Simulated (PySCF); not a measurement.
First SCF of a structure search on singlet CS₂, at a hand-made linear geometry. PySCF input:

```python
from pyscf import gto, scf, dft
mol = gto.M(atom='''
C      0.000000     0.000000     0.000000
S      0.000000     0.000000     1.610000
S      0.000000     0.000000    -1.610000''',
    basis={'C': 'def2-TZVP', 'S': 'def2-TZVP'},
    charge=0, spin=0)
mf = dft.RKS(mol, xc='PBE')
mf.grids.atom_grid = (50, 194)
aux = {'C': 'def2-universal-JKFIT', 'S': 'def2-universal-JKFIT'}
mf = mf.density_fit(auxbasis=aux)
mf.conv_tol = 1e-08
mf.diis_space = 10
mf.max_cycle = 60
mf.init_guess = 'minao'
mf.verbose = 4
mf.kernel()
```

Excerpt of the output (cycles and frontier levels):

```
init E= -834.394185220318
  HOMO = -0.273707787738462  LUMO = -0.126414697582505  gap/eV = 4.00805
cycle= 1 E= -834.142820991173  delta_E= 0.251  |g|= 0.187  |ddm|= 1.82
  HOMO = -0.232069396108636  LUMO = -0.104484599182625  gap/eV = 3.47176
cycle= 2 E= -834.141523532302  delta_E= 0.0013  |g|= 0.183  |ddm|= 0.312
  HOMO = -0.249510199962878  LUMO = -0.106273363281285  gap/eV = 3.89767
cycle= 3 E= -834.143936872285  delta_E= -0.00241  |g|= 0.156  |ddm|= 0.202
  HOMO = -0.252015856703897  LUMO = -0.115010719993471  gap/eV = 3.72810
cycle= 4 E= -834.149675397865  delta_E= -0.00574  |g|= 0.0447  |ddm|= 0.107
  HOMO = -0.250134258868739  LUMO = -0.112220988143671  gap/eV = 3.75281
cycle= 5 E= -834.150226851481  delta_E= -0.000551  |g|= 0.000942  |ddm|= 0.0297
  HOMO = -0.250239924440839  LUMO = -0.112350329039249  gap/eV = 3.75217
cycle= 6 E= -834.150227006938  delta_E= -1.55e-07  |g|= 0.000227  |ddm|= 0.000973
  HOMO = -0.250212184029121  LUMO = -0.112318052188214  gap/eV = 3.75229
cycle= 7 E= -834.150227020343  delta_E= -1.34e-08  |g|= 1.49e-05  |ddm|= 0.000254
  HOMO = -0.250214022277116  LUMO = -0.112319155464058  gap/eV = 3.75231
cycle= 8 E= -834.150227020398  delta_E= -5.53e-11  |g|= 3.7e-06  |ddm|= 1.59e-05
  HOMO = -0.250213634984577  LUMO = -0.112318224156051  gap/eV = 3.75233
Extra cycle  E= -834.150227020356  delta_E= 4.16e-11  |g|= 1.29e-05  |ddm|= 9.59e-06
converged SCF energy = -834.150227020356
```

No lower solution of this spin was found by a stability analysis within the restricted form, which does not test spin polarisation.

The search for the lowest solution, with the stability check, took 5 s on 2 threads of a shared Arm Neoverse V2 host, with 105 basis functions; the process peaked at 0.31 GiB.
